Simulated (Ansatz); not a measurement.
An Ansatz input:

```yaml
crystal:
  lattice:
    - [2.9609664028, 0.0, 0.0]
    - [-1.4804832014, 2.5642721246, 0.0]
    - [0.0, 0.0, 4.687787055]
  atoms:
    - { symbol: Ti, position: [0.3333333333, 0.6666666667, 0.25], spin: 1.0 }
    - { symbol: Ti, position: [0.6666666667, 0.3333333333, 0.75], spin: 1.0 }
hamiltonian:
  xc: blyp
  pseudopotentials:
    kind: paw
    azcp:
      Ti: "pseudopotentials/Ti.paw.azcp"
basis:
  ecutwfc: 420
  fft_grid_basis: typed
kpoints:
  mp_grid: { grid: [20, 20, 11], shift: [0, 0, 0] }
magnetization:
  spin_polarized: true
scf:
  occupations: { method: fermi_dirac, width: 0.05 }
```

and its output:

```
Engine: ansatz 0.2.0, aarch64-unknown-linux-gnu
Pseudopotentials: kind: paw
Pseudopotential: Ti, paw, valence charge 12, recommended cutoff 420 eV (normal) 
Functional definition: BLYP
  parameter beta = 0.0042
  parameter a = 0.04918
  parameter b = 0.132
  parameter c = 0.2533
  parameter d = 0.349
  exchange = b88_x(beta = beta)
  correlation = lyp_c(a = a, b = b, c = c, d = d)
Crystal: 2 atoms, lattice volume = 35.593 Å³
Basis set: ecut = 420 eV, 687 PW (Γ), exchange–correlation on 40×40×64 points (8 copies of the dense FFT grid, shifted against one another)
Bands: 17, of which v1, the nominal top of the filled ones, is band 12 counted from 1 (11 counted from 0)
Symmetry: 24 space group operations
Space group: P63/mmc (ITA 194), of the structure as read, at distance tolerance 3.3e-5 Å
Magnetic group: BNS 194.263 (UNI 1493), of the structure as read, at distance tolerance 3.3e-5 Å
k-points: 264 of 4400
Non-local potential: Ti, projectors of the file, l = 0: 3, l = 1: 2, l = 2: 3, l = 3: 1
PAW form: soft (Blöchl's): semilocal exchange-correlation on the pseudo side does not see the compensation charge
PAW frozen core: Ti, regenerated for the run's functional, and the local potential with it (the file was generated under x = pbe(κ = 0.804, μ = 0.2195149727645171), c = pbe(β = 0.06672455060314922))
PAW one-centre angular grid: Ti, 590 points (default); XC on 64 Gauss nodes
Initial density: superposition of atomic densities (chi_scale 0.1, normalization cell)
Starting moments: Σ|m| = 2 μB on 2 of 2 sites
Initial wavefunctions: pseudopotential atomic-orbital guess
Functional: x = b88, c = lyp
SCF iter   1: F=—  HF=-5012.313198 eV  |F-HF|=—  |Δ(HF+E_count)|=         —  Δρ=6.98e-2 (↑6.98e-2 ↓3.52e-2)  dr2=8.23e-1  dr2_m=8.18e-1  M=0.132 μB ∫|m|=0.151 μB  β_m=0.30  ethr=3.10e-3  ⟨swp⟩=4.3  Hψ=37564  notcnv=0
Mixer restart at iter 1: flushing history
SCF iter   2: F=—  HF=-5011.866860 eV  |F-HF|=—  |Δ(HF+E_count)|=   4.46e-1  Δρ=4.72e-2 (↑4.72e-2 ↓2.77e-2)  dr2=3.20e-1  dr2_m=4.21e-1  M=0.111 μB ∫|m|=0.126 μB  β_m=0.62  ethr=3.10e-3  ⟨swp⟩=2.0  Hψ=15482  notcnv=0
SCF iter   3: F=—  HF=-5011.789395 eV  |F-HF|=—  |Δ(HF+E_count)|=   7.75e-2  Δρ=6.93e-3 (↑6.93e-3 ↓3.10e-3)  dr2=1.08e-2  dr2_m=7.05e-3  M=0.016 μB ∫|m|=0.025 μB  β_m=0.64  ethr=1.33e-3  ⟨swp⟩=2.4  Hψ=13239  notcnv=0
SCF iter   4: F=—  HF=-5011.798143 eV  |F-HF|=—  |Δ(HF+E_count)|=   8.75e-3  Δρ=8.91e-4 (↑6.31e-4 ↓8.91e-4)  dr2=6.23e-4  dr2_m=1.75e-5  M=-0.002 μB ∫|m|=0.005 μB  β_m=0.72  ethr=4.51e-5  ⟨swp⟩=2.6  Hψ=17565  notcnv=0
SCF iter   5: F=—  HF=-5011.798613 eV  |F-HF|=—  |Δ(HF+E_count)|=   4.70e-4  Δρ=1.42e-4 (↑1.30e-4 ↓1.42e-4)  dr2=5.91e-6  dr2_m=2.74e-6  M=-0.001 μB ∫|m|=0.002 μB  β_m=0.77  ethr=2.59e-6  ⟨swp⟩=2.0  Hψ=16986  notcnv=0
SCF iter   6: F=—  HF=-5011.798616 eV  |F-HF|=—  |Δ(HF+E_count)|=   3.15e-6  Δρ=2.65e-5 (↑2.59e-5 ↓2.65e-5)  dr2=7.82e-8  dr2_m=1.74e-7  M=-0.000 μB ∫|m|=0.001 μB  β_m=0.88  ethr=2.46e-8  ⟨swp⟩=2.0  Hψ=15507  notcnv=0
SCF iter   7: F=—  HF=-5011.798617 eV  |F-HF|=—  |Δ(HF+E_count)|=   7.82e-7  Δρ=7.39e-6 (↑7.39e-6 ↓5.64e-6)  dr2=3.21e-9  dr2_m=1.31e-8  M=-0.000 μB ∫|m|=0.000 μB  β_m=0.94  ethr=3.26e-10  ⟨swp⟩=2.0  Hψ=15717  notcnv=0
SCF iter   8: F=—  HF=-5011.798617 eV  |F-HF|=—  |Δ(HF+E_count)|=   4.51e-8  Δρ=1.40e-6 (↑9.01e-7 ↓1.40e-6)  dr2=3.11e-10  dr2_m=3.40e-10  M=-0.000 μB ∫|m|=0.000 μB  β_m=0.93  ethr=1.34e-11  ⟨swp⟩=2.0  Hψ=15277  notcnv=0
SCF iter   9: F=—  HF=-5011.798617 eV  |F-HF|=—  |Δ(HF+E_count)|=  8.40e-10  Δρ=3.16e-7 (↑3.16e-7 ↓1.52e-7)  dr2=1.27e-11  dr2_m=1.45e-11  M=0.000 μB ∫|m|=0.000 μB  β_m=0.97  ethr=1.30e-12  ⟨swp⟩=2.0  Hψ=14926  notcnv=0
SCF iter  10: F=-5011.798617 eV  HF=-5011.798617 eV  |F-HF|=9.09e-13  |Δ(HF+E_count)|=  5.46e-11  Δρ=5.60e-8 (↑4.03e-8 ↓5.60e-8)  dr2=1.14e-12  dr2_m=4.73e-13  M=0.000 μB ∫|m|=0.000 μB  ethr=1.00e-12  ⟨swp⟩=1.0  Hψ=21861  notcnv=0
SCF 1 converged in 10 iterations: F = -5011.798617 eV  dr2 = 1.14e-12
WARN: the starting moments were not kept: the SCF closed with an absolute magnetisation of 1.0e-6 μB, where they sum to 2 μB in size (2 sites). That is at most 0.1 of that sum. Measured as dr2_m measures the in/out step, that magnetisation stands 1.8e-13 eV from none, at or under the dr2_threshold of 1.0e-7 eV: it is no larger than a step whose dr2_m would equal this threshold. The system may hold no moment; this SCF shows only that its start led to no more than that. To try another start: raise the starting moments (crystal.atoms[].spin, magnetization.per_species, magnetization.initial_magnetization, or on a non-collinear deck that types none of these the spinor_matrix: blocks that start its atoms; where the total moment is fixed, keep their sum and leave initial_magnetization as it is; typed ones take the place of any that the run laid by itself, positive ones on a crystal's lanthanoids without a Hubbard term where scf.initial_density.shell_occupations: [] is typed) or, if the notice of its spin-set hold's release reads "site moments contracting" or "site moments show no strong build", lengthen the hold (scf.mixing.spin_hold: { on: { confirm: 4 } }; for m-r²SCAN on two components see the key's manual first). Each may lead to a state that holds a moment. A second SCF, from the converged charge density, with the starting moments and any scf.initial_density.shell_occupations laid on it anew, would have followed, and was not run: the deck does not ask for one (magnetization.retry_lost_moments is false, the default). To let it run, set magnetization.retry_lost_moments: true and run the deck again, where that key's refused combinations let it; where memory then withholds it, that run's warning says so.
SCF converged after 10 iterations
Magnetization: 0.0000 μB (12.0000 up, 12.0000 down)
Absolute magnetization: 0.0000 μB (∫|ρ↑−ρ↓|, with the PAW one-centre terms)
Spin contamination: 0.0000 ħ² per cell (⟨S²⟩ above its minimum at these occupations)
Per-site moments (μB) at R_I (Å): [(1.7045861858634675e-7, 1.1966963802445745), (1.704586186093924e-7, 1.1966963802445745)]
Free energy (F): -5011.798617 eV
Harris-Foulkes:  -5011.798617 eV  (|F-HF|=9.09e-13)
Internal energy: -5011.780391 eV  (E = F + TS)
E sigma→0 (E₀):  -5011.789504 eV
Entropy (-TS):   -0.018226 eV (-9.113 meV/atom)
Fermi energy:    13.449225 eV
--- Per-component energies (eV) ---
  E_band       = -312.936015
  E_kinetic    = 544.668916
  E_local      = -1659.046304  (includes V_loc(G=0)·N_el)
  E_nonlocal   = 16.871368
  E_hartree    = 681.953661
  E_xc         = -190.721341
  E_vxc        = -238.552619  (∫ρ·V_xc dr)
  E_paw        = -2112.056423  (= ΣΔE_a)
  E_vpaw       = -340.784865  (= ΣTr[D̂ρ^β])
  E_aug_tail   = 0.000218  (compensation charges beyond the density's cutoff)
  E_ewald      = -2293.484355
  E_core_change = 0.033868  (= ΣΔE_core)
  E_smearing   = -0.018226  (= −TS)
  E_closure    = -0.000000  (closes the sum)
  Σ components = -5011.798617   (vs F -5011.798617, Δ=0.00e0)
```
